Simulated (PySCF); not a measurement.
Relaxation of triplet [Al3]+

Method: UPBE0 in PySCF with Al def2-TZVP; no relativity; density-fitted integrals. A (50,194) grid was used.

A hand-made obtuse triangle start, of C2v symmetry, held to at least that symmetry:

Coordinates in bohr (charge 1 multiplicity 3):
```
Al    0.0000   -1.9048    0.0000
Al    3.7144    0.9524    0.0000
Al   -3.7144    0.9524    0.0000
```

Optimiser trace:
| step | E − E(last) (kJ/mol) | largest gradient (Eh/bohr) |
| --- | --- | --- |
| 0 | 68.67 | 0.02250 |
| 1 | 56.91 | 0.01567 |
| 2 | 34.87 | 0.01006 |
| 3 | 25.95 | 0.01250 |
| 4 | 19.11 | 0.01205 |
| 5 | 8.81 | 0.01025 |
| 6 | 6.13 | 0.00911 |
| 7 | 0.11 | 0.00128 |
| 8 | 0.04 | 0.00100 |
| 9 | 0.00 | 0.00014 |
| 10 | 0.00 | 0.00002 |

It ends at D3h with Al–Al 2.672 Å (×3); Al–Al–Al 60.0° (×3) (after a last refinement on a finer grid). A frequency run shows a minimum.

Final geometry:
Coordinates in bohr (charge 1 multiplicity 3):
```
Al    0.0000   -2.9148    0.0000
Al    2.5243    1.4574    0.0000
Al   -2.5243    1.4574    0.0000
```

The relaxation took 15 s on 4 threads of a shared Arm Neoverse V2 host, with 111 basis functions and 11 gradients; the process peaked at 0.54 GiB. Launch command: `OMP_NUM_THREADS=4 python axn.py task.json out`.
